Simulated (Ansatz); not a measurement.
The same path of BH$_{3}$NS (6 atoms, charge 0, multiplicity 2) was run twice with different band settings. The coordinate that changes most is the dihedral H4–N1–B2–S3.

Method: UKS PBE0-D4/def2-SVP in Ansatz 0.2.0.

Relaxed end points:

```xyz
6
Properties=species:S:1:pos:R:3
N -0.622 0.084 -0.754
B -0.545 -0.449 0.521
S 0.784 -0.479 1.713
H -1.458 0.021 -1.320
H 0.143 0.571 -1.214
H 1.740 0.188 1.008
```

```xyz
6
Properties=species:S:1:pos:R:3
N -0.622 0.083 -0.754
B -0.545 -0.449 0.521
S 0.784 -0.478 1.714
H 0.142 0.571 -1.215
H -1.458 0.020 -1.320
H 1.740 0.189 1.008
```

Common settings: spring 5.0 eV/Å²; optimiser quadratic models (default); start path IDPP; force threshold 0.03 eV/Å; iteration limit 60; end points relaxed.

| run | movable images | climbing image |
| --- | --- | --- |
| 1 | 5 | yes |
| 2 | 2 | no |

**Question.** What does each run give, and how far can it be trusted?

**Answer.** Run 1: converged after 7 iterations, highest image 0.667 eV above the first end. A vibrational analysis at the climbing image gives one clearly imaginary mode, 518i cm⁻¹: a first-order saddle point.
Run 2: converged after 6 iterations, highest image 0.408 eV above the first end. No image climbed, so the highest image needn't sit at the top of the path. A band with more images between the same ends climbed to 0.67 eV, so this one has probably stepped over the top. So few images can step over the top or miss a turn of the path.
